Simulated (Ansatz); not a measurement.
# CH4BN (SMILES B1CN1): one structure at several levels

A test off equilibrium: a structure displaced at random from a GFN2-xTB minimum is computed at several levels, and each is set against CCSD(T).

Computed with Ansatz 0.2.0, Gaussian basis. Level: single points in def2-TZVPP.

Correlated methods freeze the cores.

### Step 1. The starting structure

SMILES `B1CN1`, 7 atoms, charge 0, spin multiplicity 1.

Atoms are counted from 1 here; the program's logs count them from 0.

Bond lengths: B1–C2 1.581 Å, B1–N3 1.340 Å, B1–H4 1.147 Å, C2–N3 1.470 Å, C2–H5 1.081 Å, C2–H6 1.130 Å, N3–H7 0.981 Å. Angles: C2–B1–N3 59.8°, C2–B1–H4 156.0°, N3–B1–H4 144.2°, B1–C2–N3 52.0°, B1–C2–H5 121.3°, B1–C2–H6 124.1°, N3–C2–H5 116.2°, N3–C2–H6 117.7°, H5–C2–H6 111.7°, B1–N3–C2 68.3°, B1–N3–H7 159.2°, C2–N3–H7 132.5°.

Coordinates:

```mol
CH4BN
  3D, bonds by distance, orders not assigned

  7  7  0  0  0  0  0  0  0  0999 V2000
   -0.8106   -0.3946   -0.3772 B   0  0
    0.1727    0.7105    0.1810 C   0  0
    0.4145   -0.7334    0.0476 N   0  0
   -1.7944   -0.8039   -0.8029 H   0  0
    0.7322    1.3514   -0.4851 H   0  0
    0.1160    1.1399    1.2252 H   0  0
    1.1941   -1.2950    0.2441 H   0  0
  1  2  8  0
  1  3  8  0
  1  4  8  0
  2  3  8  0
  2  5  8  0
  2  6  8  0
  3  7  8  0
M  END
```

### Step 2. CCSD(T)/def2-TZVPP

run/in.yaml reads:

```yaml
crystal:
  periodic: [false, false, false]
  atoms:
    - {symbol: B, position_ang: [-0.810600, -0.394600, -0.377200]}
    - {symbol: C, position_ang: [0.172700, 0.710500, 0.181000]}
    - {symbol: N, position_ang: [0.414500, -0.733400, 0.047600]}
    - {symbol: H, position_ang: [-1.794400, -0.803900, -0.802900]}
    - {symbol: H, position_ang: [0.732200, 1.351400, -0.485100]}
    - {symbol: H, position_ang: [0.116000, 1.139900, 1.225200]}
    - {symbol: H, position_ang: [1.194100, -1.295000, 0.244100]}
basis:
  gaussian: {orbitals: def2-TZVPP}
correlation: {method: ccsd_t}
output: {forces: true}
```

The command line of these runs was not kept.

### Step 3. PBE0-D4/def2-TZVPP

run/in.yaml: that of step 2 with these lines changed.

```diff
@@ -12,3 +12,3 @@
   gaussian: {orbitals: def2-TZVPP}
-correlation: {method: ccsd_t}
-output: {forces: true}
+hamiltonian: {xc: pbe0, dispersion: d4}
+output: {forces: true, orbitals: {seedname: orbitals}}
```

### Step 4. wB97M-V/def2-TZVPP

run/in.yaml: that of step 3 with these lines changed.

```diff
@@ -12,3 +12,3 @@
   gaussian: {orbitals: def2-TZVPP}
-hamiltonian: {xc: pbe0, dispersion: d4}
-output: {forces: true, orbitals: {seedname: orbitals}}
+hamiltonian: {xc: {name: wB97M-V}}
+output: {forces: true}
```

### Step 5. r2SCAN-D4/def2-TZVPP

run/in.yaml: that of step 4 with these lines changed.

```diff
@@ -12,3 +12,3 @@
   gaussian: {orbitals: def2-TZVPP}
-hamiltonian: {xc: {name: wB97M-V}}
+hamiltonian: {xc: r2scan, dispersion: d4}
 output: {forces: true}
```

### Step 6. PBE-D4/def2-TZVPP

run/in.yaml: that of step 5 with these lines changed.

```diff
@@ -12,3 +12,3 @@
   gaussian: {orbitals: def2-TZVPP}
-hamiltonian: {xc: r2scan, dispersion: d4}
+hamiltonian: {xc: pbe, dispersion: d4}
 output: {forces: true}
```

### Step 7. BHLYP-D4/def2-TZVPP

run/in.yaml: that of step 6 with these lines changed.

```diff
@@ -12,3 +12,3 @@
   gaussian: {orbitals: def2-TZVPP}
-hamiltonian: {xc: pbe, dispersion: d4}
+hamiltonian: {xc: {name: BHLYP}, dispersion: d4}
 output: {forces: true}
```

### Step 8. BLYP-D4/def2-TZVPP

run/in.yaml: that of step 7 with these lines changed.

```diff
@@ -12,3 +12,3 @@
   gaussian: {orbitals: def2-TZVPP}
-hamiltonian: {xc: {name: BHLYP}, dispersion: d4}
+hamiltonian: {xc: {name: BLYP}, dispersion: d4}
 output: {forces: true}
```

(Steps that only read results are left out.)

**Question.** What will these runs give? Wanted: energy less free atoms, CCSD(T)/def2-TZVPP; RMS force component; RMS force error; HOMO and LUMO, PBE0-D4; T1 diagnostic.

As calculated:

```
                                  quantity                                                                                            value
energy less free atoms, CCSD(T)/def2-TZVPP                                                                                   -2523.0 kJ/mol
                       RMS force component                                                             0.542 to 0.602 eV/Å over the methods
                           RMS force error  PBE0-D4 0.266, wB97M-V 0.167, r2SCAN-D4 0.182, PBE-D4 0.201, BHLYP-D4 0.321, BLYP-D4 0.130 eV/Å
                    HOMO and LUMO, PBE0-D4                                                                                -7.72 and 0.20 eV
                             T1 diagnostic                                                                                            0.013
```

Against CCSD(T) the functionals' energies less atoms differ by -169.2 to -18.2 kJ/mol, PBE-D4 by -169.2 kJ/mol. CCSD(T) in triple zeta still lacks some correlation energy of the bonds, so part of these gaps is its own basis error and they don't rank the functionals. On forces the order runs from BLYP-D4 to BHLYP-D4. Frozen-core CCSD(T) forces in triple zeta carry basis errors of their own, and this is one geometry, so small gaps rank nothing.
